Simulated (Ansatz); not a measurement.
System: chalcopyrite CuGaSe2. Method: r²SCAN (PAW; Ansatz, a program for electronic structure).

Numerical settings: plane-wave cutoff 560 eV, 8×8×8 k mesh, Fermi–Dirac smearing 0.01 eV, no spin polarisation, scalar-relativistic PAW data made under PBE.

Computed at the level's own relaxed cell.

What does this level give for the bulk modulus B0, pressure derivative B′ of the bulk modulus and c axis length?


* **bulk modulus B0**: 69.7 GPa
* **pressure derivative B′ of the bulk modulus**: 4.8
* **c axis length**: 11.095 Å

Measured, for comparison: lattice parameter c 11.026 Å (293 K, not corrected to a static lattice; as tabulated in Souilah et al., J. Solid State Chem. 183, 2274 (2010), by the Crystallography …). Computed (rounded) less measured: lattice parameter c +0.6 %.

Note: the bulk modulus comes from volumes at which shape and atoms were relaxed.

Static lattice: no zero-point or thermal effects.
